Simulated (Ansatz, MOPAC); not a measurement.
Scan of H2N, doublet: symmetric bend, bond length relaxed. Scanned: H-N-H angle. Other coordinates (N-H bond length) were minimised at PBE0/def2-TZVP.

- UHF/aug-cc-pVQZ (Ansatz, a program for electronic structure)
- MP2/aug-cc-pVQZ = MP2 on UHF/aug-cc-pVQZ, frozen core in Ansatz
- PM3, unrestricted, heats of formation (MOPAC)
- CCSD(T)/aug-cc-pVQZ = CCSD(T) on UHF/aug-cc-pVQZ, frozen core (Ansatz)

Energies relative to the lowest point of each profile, in kJ/mol:

```json
[
 {"a / °": "180", "UHF/aug-cc-pVQZ": "143.3", "MP2/aug-cc-pVQZ": "136.1", "PM3": "121.7"},
 {"a / °": "169.60", "UHF/aug-cc-pVQZ": "136.4", "MP2/aug-cc-pVQZ": "129.8", "PM3": "113.2"},
 {"a / °": "161.60", "UHF/aug-cc-pVQZ": "122.5", "MP2/aug-cc-pVQZ": "117.2", "PM3": "97.4"},
 {"a / °": "145.60", "UHF/aug-cc-pVQZ": "80.3", "MP2/aug-cc-pVQZ": "78.2", "PM3": "56.0"},
 {"a / °": "137.60", "UHF/aug-cc-pVQZ": "56.8", "MP2/aug-cc-pVQZ": "56.2", "PM3": "35.9"},
 {"a / °": "129.60", "UHF/aug-cc-pVQZ": "35.0", "MP2/aug-cc-pVQZ": "35.6", "PM3": "18.9"},
 {"a / °": "113.60", "UHF/aug-cc-pVQZ": "4.8", "MP2/aug-cc-pVQZ": "5.9", "PM3": "0.0"},
 {"a / °": "105.60", "UHF/aug-cc-pVQZ": "0.0", "MP2/aug-cc-pVQZ": "0.0", "PM3": "0.9"},
 {"a / °": "97.60", "UHF/aug-cc-pVQZ": "3.7", "MP2/aug-cc-pVQZ": "1.8", "PM3": "10.4"},
 {"a / °": "89.60", "UHF/aug-cc-pVQZ": "17.0", "MP2/aug-cc-pVQZ": "12.1", "PM3": "28.9"},
 {"a / °": "81.60", "UHF/aug-cc-pVQZ": "40.6", "MP2/aug-cc-pVQZ": "31.7", "PM3": "56.0"},
 {"a / °": "73.60", "UHF/aug-cc-pVQZ": "74.9", "MP2/aug-cc-pVQZ": "61.1", "PM3": "89.8"}
]
```

Task: What does CCSD(T)/aug-cc-pVQZ give at the same points?

Result: 180: 139.8; 169.60: 133.3; 161.60: 120.3; 145.60: 80.3; 137.60: 57.9; 129.60: 36.7; 113.60: 6.2; 105.60: 0.0; 97.60: 1.4; 89.60: 11.5; 81.60: 30.9; 73.60: 60.3 (kJ/mol).
